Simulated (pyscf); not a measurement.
6 silicon, germanium or tin steps of one kind (addition across a multiple bond or ene-type step, closed-shell): reaction energy in kcal/mol, from the separated reactants or the lowest minimum found. PySCF, gas phase, ωB97X-D3(BJ)/def2-SVP geometries. Functionals in def2-TZVP; the last column is ωB97M-D3(BJ)/def2-TZVP. Rows were drawn at random from the steps of this kind and element class whose saddle was verified and whose references are stable.

```csv
step,PBE,B3LYP-D3(BJ),PBE0-D3(BJ),ωB97M-D3(BJ)
HN=Si: [singlet] + H₂O -> H₂N–Si:–OH [singlet],___,-50.0,-52.6,-50.4
O=Si: [singlet] + HO–SiH₃ -> HO–SiH₂–O–SiH: [singlet],-25.1,-29.5,-31.8,-29.2
H₂Si=AsH + AsH₃ → H₃Si–AsH–AsH₂,-35.5,-38.1,-40.9,-38.4
H₃Si–Si(SiH₃)=Ge(SiH₃)–SiH₃ + H₃Si–SiH₃ → H₃Si–SiH₂–Ge(SiH₃)(SiH₃)–SiH(SiH₃)–SiH₃,-35.6,-41.9,-45.8,-43.5
H₂Si=AsH + AsH₃ -> H₂As–SiH₂–AsH₂,___,-36.8,-40.7,-38.0
H₂Si=Se + HCl -> Cl–SiH₂–SeH,-44.8,-46.3,-49.2,-48.0
```

Task: Complete the blanks.

Result: 
- HN=Si: [singlet] + H₂O -> H₂N–Si:–OH [singlet], PBE: -48.7
- H₂Si=AsH + AsH₃ -> H₂As–SiH₂–AsH₂, PBE: -35.2

Differences from the last column (kcal/mol): PBE: mean +3.8, median +3.1, mean size 3.8, lower in 0 of 6; B3LYP-D3(BJ): mean +0.8, median +0.8, mean size 0.9, lower in 1 of 6; PBE0-D3(BJ): mean -2.2, median -2.4, mean size 2.2, lower in 6 of 6. PBE is closest for row 1 (1.8 kcal/mol apart) and farthest for row 4 (8.0 kcal/mol). PBE, r²SCAN and M06-2X carry no added dispersion term. The last column is a level with limits of its own. Elements up to Kr have no core potential and no relativistic terms here.
